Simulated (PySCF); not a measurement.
Below is a simulated gas-phase Si 2p photoelectron spectrum of `C[Si](C)(C)C`.

Every computed line was given a Gaussian of 0.7 eV full width at half maximum and an area set by the number of equivalent atoms (split 2:1 within a doublet); the highest printed point is 100. Theory: PySCF, delta-SCF UKS SCAN, pcX-3 on the ionised atom, pcseg-2 elsewhere, spin-free X2C.

binding energy (eV), intensity and a bar:
```
    104.6          0 
    104.7          1 
    104.8          3 #
    104.9          7 ##
    105.0         14 ####
    105.1         26 ########
    105.2         42 #############
    105.3         61 ##################
    105.4         80 ########################
    105.5         94 ############################
    105.6        100 ##############################
    105.7         98 #############################
    105.8         90 ###########################
    105.9         81 ########################
    106.0         72 ######################
    106.1         65 ###################
    106.2         58 #################
    106.3         50 ###############
    106.4         40 ############
    106.5         29 #########
    106.6         20 ######
    106.7         12 ###
    106.8          6 ##
    106.9          3 #
    107.0          1 
    107.1          1 
    107.2          0
```

Q: How many maxima does the curve show, and how many computed lines lie under it?

A: The curve has 1 maximum (at 105.6 eV). Under it lie 2 lines from 1 inequivalent silicon site, drawn as a 2p3/2, 2p1/2 pair. At this width some lines have no maximum of their own.

Q: Decompose the envelope and assign each component. Numbering: `[CH3:1][Si:2]([CH3:3])([CH3:4])[CH3:5]`.

A: 
```
position (eV)  relative area      line  atoms              environment
       105.58           0.67  Si 2p3/2    Si2  four-coordinate silicon
       106.20           0.33  Si 2p1/2    Si2  four-coordinate silicon
```

Q: What are the centre and the root-mean-square width of the whole band?

A: The area-weighted mean of the lines is 105.79 eV. Their own spread about it is 0.29 eV (rms) and each Gaussian has σ = 0.7/2.355 = 0.30 eV; the variances add, which gives 0.42 eV.

Shake-up satellites, vibrational structure and lifetime widths aren't simulated. 2p3/2 and 2p1/2 are the ΔSCF energy of one spin-free 2p hole plus the eigenvalues of a spin–orbit and ligand-field matrix of the shell. 2p1/2 minus 2p3/2 (ligand field included): Si 0.62 eV. Geometry: PBE0-D3(BJ)/def2-TZVP; no solvent, vibrations or thermal averaging.
